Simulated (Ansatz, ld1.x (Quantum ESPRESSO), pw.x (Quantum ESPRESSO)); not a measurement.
# Sc: one change to the RRKJ potential, in the atom and in the bcc crystal

ld1.x (Quantum ESPRESSO) 7.5 input, shortened:

```
&input
   title='Sc', zed=21., rel=1, dft='PBESOL', iswitch=3,
   config='[Ar] 3d1 4s2 4p0 4f-2'
 /
 &inputp
   pseudotype=2, tm=.false., rho0=0.005, lloc=0,
   nlcc=.true.
 /
4
4P  2  1   0.00   0.00  4.05  4.05  0.0
3D  3  2   1.00   0.00  2.25  2.25  0.0
4F  4  3  -2.00   0.05  3.25  3.25  0.0
4S  1  0   2.00   0.00  2.85  2.85  0.0
 &test
   configts(1)='3d1 4s2 4p0'
 /
```

Change: wave 4p (bound): rc 4.05 bohr becomes 4p (bound): rc 2.80 bohr.

Cutoffs, loose and tight: the cutoffs (Ry, on a coarse ladder) from which the occupation-weighted sum of valence levels, in a spherical-Bessel basis at the reference potential, stays within 10 and 1 mRy of its value at 400 Ry. They do not see the model core or the augmentation charge, which bear on the density cutoff. Test errors are all-electron minus pseudo excitation energies from the reference, over the configurations 3d1 4s1 4p0; 3d1 4s0 4p0; 3d1 4s1.5 4p0; 3d0 4s2 4p0; 3d0 4s2 4p1; 3d2 4s1 4p0; 3d1 4s0 4p2; variants that change the core or the reference have their own tests.

Crystal test: bcc Sc in pw.x 7.5, no spin, 13³ k-points, Fermi–Dirac smearing 0.01 Ry, cutoffs set for each file from its atomic test. The reference is all-electron LAPW (Ansatz 0.2.0) with the same functional, mesh and smearing; V0 and B0 come from Birch–Murnaghan fits to the pressures at five volumes. Errors are pseudo minus all-electron; Δ is the rms difference of the E(V) curves that follow from these fits, minima aligned, over ±6 % about the mean V0. Mesh and smearing are coarse, so the numbers serve the comparison and aren't converged zero-temperature values; the lattice is a test structure that the element need not adopt.

All-electron: a0 = 3.635 Å (V0 = 24.01 Å³/atom), B0 = 54.6 GPa.

**Question.** Does the change bring the crystal closer to the all-electron result?

**Answer.** The mean pressure error goes from +1.60 to +2.74 GPa, so the change moves the solid further from the all-electron pressures.

```tsv
quantity	base	changed
outcome (atom)	generated	generated
cutoff, loose (atom)	30 Ry	30 Ry
cutoff, tight (atom)	35 Ry	35 Ry
bound ghosts (atom)	none	none
largest test error (meV) (atom)	-80	-76
cutoffs in pw.x (Ry)	50/200	50/200
a0 (Å)	3.667	3.689
a0 error (%)	+0.90	+1.50
B0 error (%)	+2.4	+3.1
Δ (meV/atom)	8.0	13.4
mean pressure error (GPa)	+1.60	+2.74
```

Base: The largest radius (4.05 bohr) exceeds half the bond length (2.97 bohr), so the spheres overlap, which is one possible source of error among others. This is a poor potential for the solid. Changed file: The largest radius (3.25 bohr) exceeds half the bond length (2.97 bohr), so the spheres overlap, which is one possible source of error among others. This is a poor potential for the solid. The atomic cutoffs weigh occupied waves only.
